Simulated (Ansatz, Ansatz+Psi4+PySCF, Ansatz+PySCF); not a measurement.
```json
{"atom": "H", "x (Å)": "-2.4493", "y (Å)": "-0.0167", "z (Å)": "0.2394"}
{"atom": "N", "x (Å)": "-1.5484", "y (Å)": "-0.3475", "z (Å)": "-0.0701"}
{"atom": "C", "x (Å)": "-0.4922", "y (Å)": "0.5364", "z (Å)": "0.0137"}
{"atom": "C", "x (Å)": "0.8268", "y (Å)": "0.1088", "z (Å)": "0.0011"}
{"atom": "N", "x (Å)": "1.8897", "y (Å)": "-0.2363", "z (Å)": "0.0037"}
{"atom": "H", "x (Å)": "-1.3636", "y (Å)": "-1.3161", "z (Å)": "0.1449"}
{"atom": "H", "x (Å)": "-0.7189", "y (Å)": "1.5922", "z (Å)": "-0.0086"}
```

Basis set: cc-pVTZ (spherical functions). Left uncorrelated: 4 orbitals. Correlation on ROHF uses semicanonical orbitals with singles. Charge 0, multiplicity 2.

Computed with Ansatz (development build ahead of 0.2.0); each method stands on the lowest determinant of its kind that the runs found.

Give the atomization energy at this shape (free ground-state atoms in the same class of orbitals less the molecule, no zero-point energy) of doublet C2H3N2 by ROHF-MP2, UHF-MP2.

| method | atomization energy |
| --- | --- |
| ROHF-MP2 | 29.38 eV |
| UHF-MP2 | 29.13 eV |

Caution: forces differ strongly between restricted and unrestricted references; the shape is not the minimum.
